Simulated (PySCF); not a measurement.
Species: 3-methyl-1-pentene, C6H12.
Geometry (GFN2-xTB, Å), atoms numbered from 1 in this order:
```xyz
18
C6H12 angstrom
C     -1.0459    2.0232    0.5037
C     -0.8063    0.7388    0.6863
C     -0.3713   -0.2099   -0.3891
C     -1.4476   -1.2795   -0.5923
C      0.9686   -0.8601   -0.0199
C      2.0946    0.1619    0.0785
H     -1.3632    2.6688    1.3055
H     -0.9337    2.4869   -0.4630
H     -0.9276    0.2938    1.6660
H     -0.2456    0.3456   -1.3246
H     -2.3952   -0.8167   -0.8590
H     -1.1599   -1.9632   -1.3879
H     -1.5906   -1.8538    0.3208
H      0.8638   -1.3798    0.9356
H      1.2227   -1.6051   -0.7777
H      3.0335   -0.3272    0.3283
H      2.2205    0.6820   -0.8688
H      1.8744    0.9007    0.8460
```

PySCF closed-shell single points with density fitting, gas phase. The input was altered on purpose; the results of an altered input aren't properties of the species above.

Problem. What comes out at BLYP/def2-TZVP with: at most 94 cycles, charge set to +2?

Solution. E = -234.8748 Eh; HOMO -18.44 eV, LUMO -18.27 eV (gap 0.17 eV), in 20 cycles. The system has 46 electrons in place of 48. The response step found this closed-shell solution unstable or close to it.

Problem. What comes out at PBE0/def2-SVPD with: energy threshold 1e-15 Eh, at most 75 cycles, bond C1–C2 scaled by 2.0?

Solution. E = -234.8717 Eh; HOMO -3.65 eV, LUMO -2.37 eV (gap 1.28 eV), in 49 cycles. The distance C1···C2 goes from 1.319 to 2.638 Å, the nuclear repulsion from 241.38 to 242.11 Eh. Only C2 was moved, along that bond; its nearest neighbour is now H9 at 1.213 Å. With bonds stretched this far the closed-shell solution need not be the lowest.

The SCF part of the output:
```
final grid: 131712 points
cycle   1  E = -234.3993440987  dE =  1.244e+00  |g| = 1.039e+00  |ddm| = 6.849e+00
cycle   2  E = -228.1410477335  dE =  6.258e+00  |g| = 3.172e+00  |ddm| = 6.768e+01
cycle   3  E = -234.5678541410  dE = -6.427e+00  |g| = 9.096e-01  |ddm| = 6.751e+01
cycle   4  E = -234.8515264480  dE = -2.837e-01  |g| = 2.016e-01  |ddm| = 2.329e+00
cycle   5  E = -234.8368681720  dE =  1.466e-02  |g| = 2.873e-01  |ddm| = 7.175e-01
cycle   6  E = -234.8597274177  dE = -2.286e-02  |g| = 1.416e-01  |ddm| = 4.991e-01
cycle   7  E = -234.8673962828  dE = -7.669e-03  |g| = 4.904e-02  |ddm| = 6.046e-01
cycle   8  E = -234.8683390761  dE = -9.428e-04  |g| = 4.443e-02  |ddm| = 3.457e-01
cycle   9  E = -234.8692906872  dE = -9.516e-04  |g| = 3.543e-02  |ddm| = 2.775e-01
cycle  10  E = -234.8696961255  dE = -4.054e-04  |g| = 2.962e-02  |ddm| = 1.205e-01
... (29 lines left out)
cycle  40  E = -234.8717274823  dE =  8.527e-13  |g| = 1.658e-08  |ddm| = 3.416e-08
cycle  41  E = -234.8717274823  dE =  6.821e-13  |g| = 9.058e-09  |ddm| = 2.642e-08
cycle  42  E = -234.8717274823  dE = -1.478e-12  |g| = 4.606e-09  |ddm| = 1.722e-08
cycle  43  E = -234.8717274823  dE =  1.592e-12  |g| = 2.589e-09  |ddm| = 1.331e-08
cycle  44  E = -234.8717274823  dE = -6.821e-13  |g| = 2.321e-09  |ddm| = 1.118e-08
cycle  45  E = -234.8717274823  dE =  5.684e-13  |g| = 3.823e-09  |ddm| = 8.614e-09
cycle  46  E = -234.8717274823  dE = -7.390e-13  |g| = 1.728e-08  |ddm| = 4.825e-08
cycle  47  E = -234.8717274823  dE =  5.684e-13  |g| = 1.361e-08  |ddm| = 1.541e-08
cycle  48  E = -234.8717274823  dE =  6.253e-13  |g| = 2.010e-09  |ddm| = 5.340e-08
cycle  49  E = -234.8717274823  dE =  0.000e+00  |g| = 1.168e-08  |ddm| = 3.570e-08
converged SCF energy = -234.8717274823
```
